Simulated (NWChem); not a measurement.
# Correlation energy of Al (+1)

```xyz
1

Al     0.0000     0.0000     0.0000
```
Charge +1, spin multiplicity 1.

All runs are NWChem calculations.

Basis set: def2-SVP. Each correlation energy counts from its own Hartree-Fock reference.

The correlated methods keep 5 core orbitals frozen. No row is a measurement; the coupled-cluster row has its own basis-set and correlation limits.

Question: One of these methods gave a correlation energy of -38.2 mHa. Which?
A. MP2
B. CCSDT
C. SCS-MP2

Answer: B, CCSDT. The others give -25.4 (MP2), -30.5 (SCS-MP2).
